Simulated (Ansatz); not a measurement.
Enthalpy of formation at 298 K of organics with sulfur, in kcal/mol, species as SMILES. Conventions: UHF or UKS for open shells; non-relativistic; no dispersion term unless named; spin-orbit terms left out; six Cartesian d functions in 6-31G* and its kin unless marked 5d. Ab initio and DFT rows: single points at B3LYP-D3(BJ) geometries (Ansatz, a program for electronic structure), with unscaled harmonic terms from B3LYP/6-31G* at its own minima, enthalpies of formation by atomisation with measured atoms.

Measured values: G2/97 table in ASE (Curtiss et al.); they hold spin-orbit and core effects, anharmonicity and other conformers. 

The rows were drawn at random among computed neutral closed-shell members with both values; the withheld row is one of them. Species whose geometry shows other bonds than their SMILES are left out. No case is left out for the size of its miss. Left out are saddle points of the reference geometry, anions that the best level run finds unbound, excited spin states, species near biochemistry, cases with under five habitual levels, runs that failed or whose electronic state is in doubt, and table entries that another table contradicts. Sets whose x spans too little for a line are not fitted. A multiple bond counts once.

```json
[
 {"species": "S1CC1", "bonds (x)": "7", "B3LYP/6-31G* (Ansatz)": "26.1", "measured": "19.6", "second minus first (y)": "-6.5"},
 {"species": "CS (CH4S) [methanethiol]", "bonds (x)": "5", "B3LYP/6-31G* (Ansatz)": "0.7", "measured": "-5.5", "second minus first (y)": "-6.2"},
 {"species": "CSC [methylsulfanylmethane]", "bonds (x)": "8", "B3LYP/6-31G* (Ansatz)": "-2.7", "measured": "-8.9", "second minus first (y)": "-6.2"},
 {"species": "s1cccc1", "bonds (x)": "9", "B3LYP/6-31G* (Ansatz)": "42.9", "measured": "27.5", "second minus first (y)": "-15.4"},
 {"species": "CS(C)=O", "bonds (x)": "9", "B3LYP/6-31G* (Ansatz)": "-12.2", "measured": "-36.2", "second minus first (y)": "-24.0"}
]
```

**Question.** Fit the last column to a straight line in the number of bonds, and use it to estimate the measured value for CCS [ethanethiol], which has 8 bonds and -2.9 kcal/mol at B3LYP/6-31G* (Ansatz).

**Answer.** Means: x 7.600, y -11.660. Sums about the means: Sxx 11.2, Sxy -37.62. Slope b = Sxy/Sxx = -3.359, intercept a = mean y - b·mean x = 13.87; the rows scatter about the line by 5.02 (root mean square). Correction a + b·8 = -13.00 kcal/mol. Prediction for CCS [ethanethiol]: -15.9 kcal/mol. The measured value is -11.1 kcal/mol, so the fit misses by -4.8 kcal/mol, against +8.2 kcal/mol without it. The fit is meant for species like these alone.
